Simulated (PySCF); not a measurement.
Isobutene, C4H8.
SMILES: `CC(=C)C`

The closed-shell ground state was solved at several levels (PySCF, density fitting, gas phase, non-relativistic). Isolated species at its GFN2-xTB geometry, gas phase.

| level | basis functions | total energy (Eh) | HOMO (eV) | LUMO (eV) | gap (eV) | dipole (D) |
| --- | --- | --- | --- | --- | --- | --- |
| B3LYP/pcJ-1 | 188 | -157.2423 | -6.85 | 0.46 | 7.31 | 0.53 |
| wB97X-D/def2-SVPD | 144 | -157.0636 | -8.95 | 2.36 | 11.31 | 0.56 |

Problem. What might PBE0/pcSseg-1 (108 basis functions) give for the same quantities?

Solution. Total energy -157.0035 Eh, HOMO -7.08 eV, LUMO 0.70 eV, gap 7.78 eV, dipole 0.57 D.

Problem. Over all these levels, which gives the widest orbital gap and which the narrowest?

Solution. wB97X-D/def2-SVPD (range-separated hybrid) has the widest, 11.31 eV, and B3LYP/pcJ-1 (global hybrid, 20 % exact exchange) the narrowest, 7.31 eV. Functional and basis both differ between the two, so the spread mixes both effects.

Problem. How far do the dipole and the HOMO energy spread over the levels?

Solution. The dipole runs from 0.53 to 0.57 D (mean 0.55 D) and the HOMO from -8.95 to -6.85 eV.

wB97X-D is run here without its empirical dispersion term; that term would change no orbital, density or response property at a fixed geometry.
